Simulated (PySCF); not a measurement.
Compound: fluoroacetylene, C2HF.
Structure used (PBE0-D3(BJ)/def2-TZVP), in Å, numbered top down from 1:
```
atom  x, y, z in Å
C1    -0.6195   -0.0008   -0.0270
C2     0.5168   -0.0261   -0.3875
F3     1.7278   -0.0605   -0.7677
H4    -1.6328    0.0272    0.2913
```

Level: wB97X-D/pcSseg-2 in PySCF, non-relativistic, on one gas-phase PBE0-D3(BJ)/def2-TZVP geometry that isn't relaxed in the solvent. The solvent is an IEF-PCM continuum (van der Waals radii × 1.2). The model holds no explicit solvent molecules, cavitation or dispersion.

Gas phase at wB97X-D/pcSseg-2: HOMO -10.24 eV, LUMO 2.46 eV, dipole 0.59 D.

Q: What does the continuum do to the energy, the frontier levels and the dipole at wB97X-D/pcSseg-2 in chloroform?

A: 
| solvent | ε | E(solvent) − E(gas) (kcal/mol) | polarisation term (kcal/mol) | distortion of the solute (kcal/mol) | HOMO (eV) | LUMO (eV) | dipole (D) |
| --- | --- | --- | --- | --- | --- | --- | --- |
| chloroform | 4.711 | -1.19 | -1.26 | 0.07 | -10.24 | 2.59 | 0.70 |

The polarisation term is half the interaction of the solute with the surface charges that it induces; the rest is the cost of distorting the solute's density. The sum is the electrostatic part of solvation alone.

Q: Give the dipole vector in the frame of the coordinates (D, pointing from negative to positive charge), gas and chloroform.

A: Gas (-0.57, 0.02, 0.18), solvent (-0.67, 0.02, 0.21). Its length changes by +18 % and its direction by less than 1°.

Note: wB97X-D ran without an empirical dispersion term, which enters the total energy and its gradient alone.
